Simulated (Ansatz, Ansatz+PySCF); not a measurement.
```yaml
atoms:
  - { symbol: H, position_ang: [0.0000, 0.0000, -1.3109] }
  - { symbol: Cl, position_ang: [0.0000, 0.0000, 0.0771] }
```

RHF-MP2 on singlet HCl was run in several spherical basis sets with Ansatz (development build ahead of 0.2.0). Frozen core: 5 orbitals.

Task: Rank the basis sets by the total energy that they give, lowest first, with the distance from the lowest.
A. cc-pVDZ
B. 6-31G(d)
C. def2-TZVP
D. cc-pVTZ
E. def2-SVP

Result: D (0.00 eV), C (0.40 eV), A (1.97 eV), B (3.26 eV), E (6.16 eV).

Totals follow the description of the cores as much as that of the bonds, so this order isn't one of quality for chemistry.
